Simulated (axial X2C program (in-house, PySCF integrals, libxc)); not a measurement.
**Nuclear properties of LiP⁻**

Computed with an axial X2C code built on PySCF integrals: two-component X2C with atomic mean-field Coulomb and Gaunt terms, Gaussian nuclei, basis P dyall-av3z, Li dyall-av3z with contracted cores.

R = 2.269 Å (near the PBE0 minimum at charge -1 of the determinant lowest at the starting distance; the state shown can have its own minimum elsewhere).

Determinant lowest in the PBE0 search, Ω = 3/2 (⟨Sz⟩ = 1.49, ⟨Lz⟩ = 0.01 at PBE0), spin on the atoms P 1.03, Li 0.47:

```json
{"level": "PBE0", "Eeff magnitude (GV/cm)": "0.018", "Ws magnitude P (kHz)": "0.00465", "A∥/gI P (MHz)": "-100", "qzz P (a.u.)": "-2.25", "A∥/gI Li (MHz)": "7.43", "qzz Li (a.u.)": "-0.04"}
{"level": "HF", "Eeff magnitude (GV/cm)": "0.00669", "Ws magnitude P (kHz)": "0.00171", "A∥/gI P (MHz)": "-91.9", "qzz P (a.u.)": "-2.26", "A∥/gI Li (MHz)": "6.65", "qzz Li (a.u.)": "-0.04"}
{"level": "PBE50", "Eeff magnitude (GV/cm)": "0.0138", "Ws magnitude P (kHz)": "0.00356", "A∥/gI P (MHz)": "-101", "qzz P (a.u.)": "-2.26", "A∥/gI Li (MHz)": "7.61", "qzz Li (a.u.)": "-0.04"}
{"level": "TPSSh", "Eeff magnitude (GV/cm)": "0.0307", "Ws magnitude P (kHz)": "0.00798", "A∥/gI P (MHz)": "-28.7", "qzz P (a.u.)": "-1.97", "A∥/gI Li (MHz)": "4.45", "qzz Li (a.u.)": "-0.03"}
```

Eeff is the effective electric field on the electron electric dipole moment in this Ω state and Ws the scalar–pseudoscalar constant of the nucleus named (defined with the proton number Z and per Ω); A∥ (defined per Ω) follows by multiplying with gI = μI/(I μN); qzz is the electric field gradient, eQq0 = 234.96 MHz × Q/barn × qzz. The operators were transformed with the bare-nucleus X2C matrices; with these basis sets, hyperfine constants and field gradients can be off by tens of per cent, and where levels differ in sign neither size nor sign is settled.

Question: With gI(7Li) = 2.1710 (g factors from the IAEA table of nuclear moments by Stone), turn the PBE0 values of the first state into constants in MHz.

Answer: A∥(7Li) = 7.43 × 2.1710 = 16.1 MHz.

Each state is one determinant with collinear spin, which with several unpaired electrons need not be a pure state. Unrestricted Hartree–Fock can overshoot spin polarisation at the nuclei. For an anion, determinants above electron detachment, or with a positive highest level, are held by the basis set. This is the top spin component of a Σ state; components of lower Ω are not single determinants and can lie lower. With several open shells hyperfine constants can be off by a factor of several. Where Eeff spreads by more than a factor of two the levels disagree and none is to be relied on. Left out as unconverged or as another state under the same occupation: BP86 in at least one table. States lie within half an eV, so the first need not be the ground state. Further determinants of the search, some of them spin-mixed, are not shown. Where a field gradient or hyperfine factor spreads by more than a factor of two over the levels, a constant derived from it is not to be relied on.
